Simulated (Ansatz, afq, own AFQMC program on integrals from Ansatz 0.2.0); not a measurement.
Integrals from Ansatz 0.2.0, then the random walk in our own AFQMC program (afq).

```yaml
crystal:
  periodic: [false, false, false]
  atoms:
    - {symbol: Si, position_ang: [0.000000, 0.000000, 0.000000]}
    - {symbol: O, position_ang: [0.000000, 0.000000, 1.390000]}
basis:
  gaussian: {orbitals: 6-31G}
magnetization: {spin_polarized: false}
correlation: {method: ccsd_t, electrons: outside_noble_gas, hamiltonian_folder: ham}
```

```sh
$ ansatz run in.yaml --threads 1 --pin off --events-out ev --progress --plain --max-ram 1382MiB
```

Options of the walk:

```
--method phaseless --trial cisd --walkers 200 --populations 1 --least-time 40 --time-step 0.005 --steps-per-block 50 --equilibration-blocks 28 --max-blocks 300 --target-error 0.00038 --factor-cut 1e-05 --seed 9315 --release-times 0.24,0.5,1,1.5 --release-step 0.02 --release-every 4 --taylor-order 6
```

Times are imaginary, in 1/Eh. The walk had a cap of 278 s.

Output of the walk:

```
orbitals 16  electrons 5 5  factors 90 of 218
reference energy -363.66490899 Eh
CCSD correlation -0.18184169 Eh in 9 cycles, weight of the determinant in the CISD state 0.9067
energy of the start -363.846751 Eh
 block  time / (1/Eh)  mean weight  energy / Eh
     1     0.250  0.9993  -363.845027
     2     0.500  1.0007  -363.845757
     3     0.750  1.0004  -363.846392
     4     1.000  1.0008  -363.848544
     5     1.250  0.9998  -363.849073
     7     1.750  1.0006  -363.852606
     9     2.250  0.9998  -363.854190
    17     4.250  0.9999  -363.858743
    33     8.250  0.9999  -363.859267
    49    12.250  0.9999  -363.849198
    65    16.250  0.9990  -363.862169
    81    20.250  1.0002  -363.848270
    97    24.250  1.0002  -363.863863
   113    28.250  0.9995  -363.863236
   121    30.250  0.9987  -363.880794
   129    32.250  1.0002  -363.854581
   145    36.250  1.0006  -363.854519
   161    40.250  0.9987  -363.855953
   177    44.250  0.9993  -363.857425
   193    48.250  1.0001  -363.852073
   209    52.250  1.0003  -363.855076
   225    56.250  0.9999  -363.851731
   241    60.250  1.0009  -363.847896
   257    64.250  0.9998  -363.850279
   273    68.250  0.9988  -363.860089
   289    72.250  0.9991  -363.854675
   305    76.250  1.0000  -363.855012
   321    80.250  0.9991  -363.851021
blocks merged  error / Eh  count
     1  0.000301  300
     2  0.000353  150
     4  0.000400  75
     8  0.000486  37
    16  0.000527  18
    32  0.000541  9
released: time / (1/Eh)  energy / Eh  error  mean overlap
  0.24  -363.855151  0.000784  0.9988
  0.50  -363.855240  0.000591  0.9964
  1.00  -363.855392  0.000375  1.0033
  1.50  -363.855207  0.000377  1.0018
energy -363.854864 +/- 0.000527 Eh
(rows thinned)
```

The run passed its tests (sampling time, drift between the halves within three errors, error under three times the target), which doesn't prove that it has relaxed. The second half of the sampling lies above the first by 1.7 errors of their difference, so the energy may still be moving and its error bar be too small.

Against this walk (error 14.4 meV) on the same determinant: CCSD(T) 26.5 meV higher (within the noise), CCSDT(Q) 10.1 meV lower (within the noise), CCSDTQ 6.7 meV lower (within the noise), full CI (a separate run on its own orbitals, whose frozen core shifts it by up to a few meV) 6.3 meV lower (within the noise). The error is statistical and leaves out the bias of the constraint. Released to 1.50 1/Eh the energy moves by -9 ± 18 meV (both errors), within twice the noise.

Cautions: constraint bias not in the error; error above the target (14.4 against 10.3 meV); higher spins were not checked; raised T1 diagnostic (T1 0.026, weight of the determinant 0.91, largest double 0.07); full CI with its own frozen core.

The walk took 48 s on 1 thread of AMD EPYC 9R45 96-Core Processor (Zen 5), on a shared host. The log's last line is the phaseless energy.

CCSDT and higher add their correlation energy to the determinant of the CCSD(T) run, since their own runs factorise the integrals more tightly (a shift of under 2 meV). A walk keeps the symmetry of its determinant, which the program's search chose and which needn't be the lowest solution, so a lower state of the same spin and another symmetry isn't excluded.
